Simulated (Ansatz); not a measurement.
`COCN` + `C#CNC` → `C#CN(C)CN` + CH₃OH  (substitution at a C–O bond)

Calculated with Ansatz (gas phase, PBE0-D4/def2-TZVP geometries, no zero-point term in ΔE). CCSD(T)/CBS is the MP2 limit (def2-TZVPP, def2-QZVPP) plus CCSD(T) − MP2 in def2-TZVPP, frozen cores. This one scheme is used for every species. DFT in def2-TZVPP. B3LYP here is the variant with VWN-RPA as its local correlation; programs differ in this. Each species was taken in one conformer, which may not be the lowest.

```csv
level,ΔE (kJ/mol),difference from CCSD(T)/CBS
PBE0-D4,-7.8,3.6
B3LYP-D4,-5.4,6.0
ωB97X-V,-5.4,6.0
ωB97M-V,-6.5,4.9
B2PLYP,-5.0,6.4
PBE,-2.6,8.8
r2SCAN,-4.6,6.8
PBE0,-4.4,7.0
HF/def2-TZVPP,1.1,12.5
MP2/def2-TZVPP,-15.9,-4.5
SCS-MP2/def2-TZVPP,-12.0,-0.6
CCSD(T)/def2-TZVPP,-10.3,1.1
HF/def2-QZVPP,0.9,12.3
MP2/def2-QZVPP,-16.6,-5.2
HF/CBS(def2),0.9,12.3
CCSD/CBS(def2),-9.7,1.7
CCSD(T)/CBS,-11.4,0
```

Largest T1 diagnostic among the species: 0.012.

The D4 term adds −5.7 kJ/mol with B3LYP and −3.4 kJ/mol with PBE0; it sums over pairs of atoms, weighted by their polarisabilities, and B3LYP, whose exchange is more repulsive, gets the larger term. In def2-TZVPP, CCSD(T) changes the Hartree–Fock value by −11.5 kJ/mol (the triples alone add −1.7 kJ/mol) and MP2 by −17.0 kJ/mol.
